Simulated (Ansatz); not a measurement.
**C₆H₁₂: ionisation energy by level of theory**

How much energy removes an electron from C₆H₁₂ at fixed geometry? The cation is run at each level and the neutral's energy taken from earlier runs.

The runs use Ansatz 0.2.0, Gaussian basis; unrestricted cation, the program's frozen cores in correlated methods.

Levels to be run: UKS PBE-D4/def2-TZVPP; UKS r2SCAN-D4/def2-TZVPP; UKS PBE0-D4/def2-TZVPP; UKS B3LYP-D4/def2-TZVPP; UKS wB97X-V/def2-TZVPP; UKS wB97M-V/def2-TZVPP; UKS B2PLYP/def2-TZVPP; UHF-CCSD(T)/def2-TZVPP; UHF-MP2/def2-QZVPP; extrapolation to the limit; then −ε(HOMO) from the neutral's earlier runs with LDA (SPW92), PBE-D4, revPBE-D4, BLYP-D4, r2SCAN-D4, B97M-V, PBE0-D4, B3LYP-D4, r2SCANh-D4, r2SCAN0-D4, HSE06-D4, BHLYP-D4, CAM-B3LYP-D4, LC-ωPBE, ωB97X-V, ωB97M-V.

### 1 The geometry

The geometry comes from an earlier relaxation with PBE0-D4 in a triple-zeta def2 set; it is a stationary point, not always the lowest conformer.

18 atoms, charge 0, spin multiplicity 1.

Atoms are counted from 1 here; the program's logs count them from 0.

Bond lengths: C1–C2 1.490 Å, C1–H7 1.095 Å, C1–H8 1.095 Å, C1–H9 1.092 Å, C2–C3 1.327 Å, C2–H10 1.090 Å, C3–C4 1.492 Å, C3–H11 1.091 Å, C4–C5 1.529 Å, C4–H12 1.097 Å, C4–H13 1.096 Å, C5–C6 1.518 Å, C5–H14 1.096 Å, C5–H15 1.095 Å, C6–H16 1.092 Å, C6–H17 1.094 Å, C6–H18 1.092 Å. Angles: C2–C1–H7 111.2°, C2–C1–H8 111.2°, C2–C1–H9 111.4°, H7–C1–H8 106.5°, H7–C1–H9 108.1°, H8–C1–H9 108.1°, C1–C2–C3 125.2°, C1–C2–H10 116.5°, C3–C2–H10 118.3°, C2–C3–C4 125.4°, C2–C3–H11 118.5°, C4–C3–H11 116.0°, C3–C4–C5 113.1°, C3–C4–H12 109.2°, C3–C4–H13 109.5°, C5–C4–H12 108.6°, C5–C4–H13 109.6°, H12–C4–H13 106.7° and more.

As a file:

```
C     0.4097    0.1131    2.8592
C    -0.0822   -0.4370    1.5649
C     0.6208   -0.4931    0.4404
C     0.1313   -1.0377   -0.8598
C     0.1169    0.0034   -1.9801
C    -0.8651    1.1346   -1.7320
H    -0.2206    0.9394    3.2037
H     0.3864   -0.6464    3.6475
H     1.4342    0.4804    2.7722
H    -1.1012   -0.8234    1.5575
H     1.6398   -0.1030    0.4430
H     0.7743   -1.8717   -1.1667
H    -0.8756   -1.4493   -0.7281
H     1.1271    0.4108   -2.1024
H    -0.1258   -0.4968   -2.9233
H    -0.6337    1.6619   -0.8037
H    -1.8869    0.7532   -1.6453
H    -0.8493    1.8618   -2.5470
```

### 2 Cation, UKS PBE-D4/def2-TZVPP

The input, in.yaml:

```yaml
crystal:
  periodic: [false, false, false]
  atoms:
    - {symbol: C, position_ang: [0.409655, 0.113088, 2.859242]}
    - {symbol: C, position_ang: [-0.082225, -0.437044, 1.564897]}
    - {symbol: C, position_ang: [0.620794, -0.493138, 0.440401]}
    - {symbol: C, position_ang: [0.131343, -1.037722, -0.859813]}
    - {symbol: C, position_ang: [0.116856, 0.003355, -1.980139]}
    - {symbol: C, position_ang: [-0.865139, 1.134551, -1.732038]}
    - {symbol: H, position_ang: [-0.220641, 0.939367, 3.203725]}
    - {symbol: H, position_ang: [0.386390, -0.646423, 3.647522]}
    - {symbol: H, position_ang: [1.434249, 0.480443, 2.772183]}
    - {symbol: H, position_ang: [-1.101223, -0.823353, 1.557503]}
    - {symbol: H, position_ang: [1.639791, -0.103017, 0.442963]}
    - {symbol: H, position_ang: [0.774281, -1.871712, -1.166730]}
    - {symbol: H, position_ang: [-0.875566, -1.449296, -0.728111]}
    - {symbol: H, position_ang: [1.127116, 0.410798, -2.102356]}
    - {symbol: H, position_ang: [-0.125786, -0.496773, -2.923329]}
    - {symbol: H, position_ang: [-0.633691, 1.661861, -0.803670]}
    - {symbol: H, position_ang: [-1.886910, 0.753188, -1.645294]}
    - {symbol: H, position_ang: [-0.849305, 1.861826, -2.546957]}
basis:
  gaussian: {orbitals: def2-TZVPP}
total_charge: 1
magnetization: {spin_polarized: true, initial_magnetization: 1}
hamiltonian: {xc: pbe, dispersion: d4}
```

Started as:

```console
ansatz run in.yaml --threads 2 --pin off --events-out ev --progress --plain --max-ram 32768MiB --backend cuda --devices 0, --max-vram 18GiB
```

Further steps of the session: Cation, UKS r2SCAN-D4/def2-TZVPP; Cation, UKS PBE0-D4/def2-TZVPP; Cation, UKS B3LYP-D4/def2-TZVPP; Cation, UKS wB97X-V/def2-TZVPP; Cation, UKS wB97M-V/def2-TZVPP; Cation, UKS B2PLYP (frozen core)/def2-TZVPP; Cation, UHF-CCSD(T)/def2-TZVPP; Cation, UHF-MP2/def2-QZVPP.

**Question.** What will the summary of the whole plan be? Wanted: ionisation energy, CCSD(T)/CBS; nearest functional by difference; nearest −ε(HOMO); −ε(HOMO) of PBE; T1 of the cation.

**Answer**, as computed:

| quantity | value |
| --- | --- |
| ionisation energy, CCSD(T)/CBS | 9.34 eV |
| nearest functional by difference | B2PLYP (-0.31 eV) |
| nearest −ε(HOMO) | ωB97X-V (-0.12 eV) |
| −ε(HOMO) of PBE | 5.80 eV |
| T1 of the cation | 0.018 |

**Reading.** Energy differences with functionals land within 0.55 eV of the reference. The PBE orbital energy is 3.5 eV too small: a semilocal HOMO is no ionisation energy. Among orbital estimates ωB97X-V comes nearest. Hartree-Fock falls 1.60 eV short, as the neutral has more correlation energy than the cation.
